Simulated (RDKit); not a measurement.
Input file for RDKit: MMFF94 on CH2O2 (SMILES O=CO).

```python
from rdkit import Chem
from rdkit.Chem import AllChem, rdDetermineBonds

blocks = [
'''5

C    -1.88889600   -0.17969200    0.00000000
O    -1.49328000    1.07368900    0.00000000
O    -1.17043500   -1.16659000    0.00000000
H    -2.97948800   -0.25882900    0.00000000
H    -0.49883300    1.10719500    0.00000000
''',
]
mol = None
for b in blocks:
    f = Chem.MolFromXYZBlock(b)
    rdDetermineBonds.DetermineBonds(f, charge=0)
    mol = f if mol is None else Chem.CombineMols(mol, f)
Chem.SanitizeMol(mol)
print(Chem.MolToSmiles(Chem.RemoveHs(mol)))
ff = AllChem.MMFFGetMoleculeForceField(mol, AllChem.MMFFGetMoleculeProperties(mol), nonBondedThresh=100.0, ignoreInterfragInteractions=False)
e = ff.CalcEnergy()
print(f'MMFF94 energy {e:.6f} kcal/mol')
```

Program output:

```
O=CO
MMFF94 energy -24.187997 kcal/mol
```

The run finished.

Cost: roughly 0.020 core-seconds.
